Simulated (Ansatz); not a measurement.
A made-up structure of CH₆AlSi (charge -1), singlet:

```tsv
atom	x (Å)	y (Å)	z (Å)
C1	-0.8230	0.1360	-0.4874
Si2	0.9854	0.7633	-0.2894
Al3	-0.0573	-1.0341	0.9491
H4	-1.0498	-0.3056	-1.4606
H5	-1.5925	0.8646	-0.2221
H6	1.0050	2.2375	0.0403
H7	1.7228	0.6915	-1.6061
H8	1.4958	0.8015	1.0351
H9	-0.5073	-0.7837	2.4855
```

It is relaxed with PBE-D4/def2-SVPD and then PBE0-D4/def2-TZVPD (Ansatz 0.2.0). Atoms count as bonded within 1.22 times the sum of their covalent radii (H–H: 0.88 Å). The end point is not checked to be a true minimum.

Task: Does its bonding change? (Judge from chemistry; the calculation decides.)

Result: The calculation gives: Yes. Formed: none; broken: Si2–Al3.

Where it ends: The first stage lowers the energy by 1.51 eV in 12 steps. It ends as CH₆AlSi ([AlH][CH2][SiH3]), total charge -1:
```xyz
9
angstrom
C -0.6891 -0.0128 -0.4565
Si 0.8883 0.9058 -0.2472
Al -0.6451 -1.2623 1.2041
H -0.7666 -0.5499 -1.4041
H -1.5326 0.6823 -0.3632
H 0.7259 2.2174 0.4497
H 1.6420 1.2333 -1.5176
H 1.8961 0.1091 0.5384
H -0.3398 0.0481 2.2408
```

Labels in which every atom is bracketed show which atoms are joined, not bond orders.

For scale, one of the runs: PBE0-D4/def2-TZVPD relaxation, 177 basis functions, launched by `ansatz run in.yaml --threads 2 --pin off --events-out ev --progress --plain --max-ram 4352MiB`. Hardware: 2 CPU threads of an Arm Neoverse V2, shared host. Wall time about 36 s.
